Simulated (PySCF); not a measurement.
**Working with the constants of P₂**

RHF-CCSD(T) constants of P₂, ¹Σg⁺ (singlet), closed shell (basis P def2-TZVPPD; no relativity; PySCF 2.14; masses 30.9738 and 30.9738 u):

```
ωe          : 776.2 cm⁻¹
ωexe        : 2.79 cm⁻¹
Be          : 0.29897 cm⁻¹
αe          : 0.00143 cm⁻¹
De to P + P : 4.61 eV
```

Problem. What force constant and bond length do these constants imply?

Solution. Reduced mass μred = 15.487 u; k = 5.8918×10⁻⁷·μred·ωe² (u, cm⁻¹, mdyn/Å) = 5.50 mdyn/Å; Re = √(16.8576/(μred·Be)) (u, cm⁻¹, Å) = 1.908 Å.

Problem. Estimate the centrifugal constant D from the Kratzer relation and find the Dunham coefficient a1.

Solution. D = 4Be³/ωe² = 1.77e-07 cm⁻¹; a1 = −1 − αeωe/(6Be²) = -3.07.

Measured values (Huber and Herzberg, Constants of Diatomic Molecules (1979)): ωe = 780.77 cm⁻¹, ωexe = 2.835 cm⁻¹, Be = 0.30362 cm⁻¹, αe = 0.00149 cm⁻¹.

Correlated steps freeze 10 core orbitals. Where the molecule has an RHF reference, its open-shell atoms are computed with UHF.
